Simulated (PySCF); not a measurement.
# HN: the cost of one run

The runs use PySCF 2.14.0; levels as typed in each script, gas phase, geometry from GFN2-xTB.

### 1 Starting geometry

2 atoms, charge 0, spin multiplicity 3.

Bond lengths: N1–H2 1.024 Å.

Geometry (Å):

```xyz
2

N     0.1280    0.0000    0.0000
H    -0.8957    0.0000    0.0000
```

### 2 Density, bond paths and surface potential (PBE0/def2-svpd)

input.py

```python
import numpy as np
from pyscf import gto, scf, dft
from pyscf.scf import atom_ks, atom_hf
from scipy.linalg import block_diag

def solve(mol, dm0=None, hcore=None):
    mf = (dft.UKS if mol.spin else dft.RKS)(mol, xc='pbe0')
    mf.grids.level = 3
    mf = mf.density_fit(auxbasis='def2-universal-jkfit')
    mf.conv_tol, mf.max_cycle = 1e-8, 80
    if hcore is not None:
        mf.get_hcore = lambda *args: hcore
    mf.kernel(dm0)
    if not mf.converged:
        mf = mf.newton().run(mf.mo_coeff, mf.mo_occ, max_cycle=30)
    assert mf.converged, 'SCF not converged'
    return mf

mol = gto.M(atom='''
N      0.12796     0.00000     0.00000
H     -0.89571     0.00000     0.00000
''', basis='def2-svpd', charge=0, spin=2, verbose=4)
mf = solve(mol)
mf.analyze()
# spherically averaged free atoms, for the promolecule
atm = atom_ks.get_atm_nrks(mol, xc='pbe0')
pro = block_diag(*[(atm[a[0]][2] * atm[a[0]][3]) @ atm[a[0]][2].T for a in mol._atom])
np.savez('result.npz', e=mf.e_tot, c=mf.mo_coeff, occ=mf.mo_occ, eps=mf.mo_energy, pro=pro, dip=mf.dip_moment(verbose=0), s2=mf.spin_square()[0])
```

Run with:

```console
$ OMP_NUM_THREADS=1 python input.py
```

Q: Estimate wall time and peak memory on 1 thread of Arm Neoverse V1, shared host.

About 2.2 s, with a peak of 0.17 GiB.
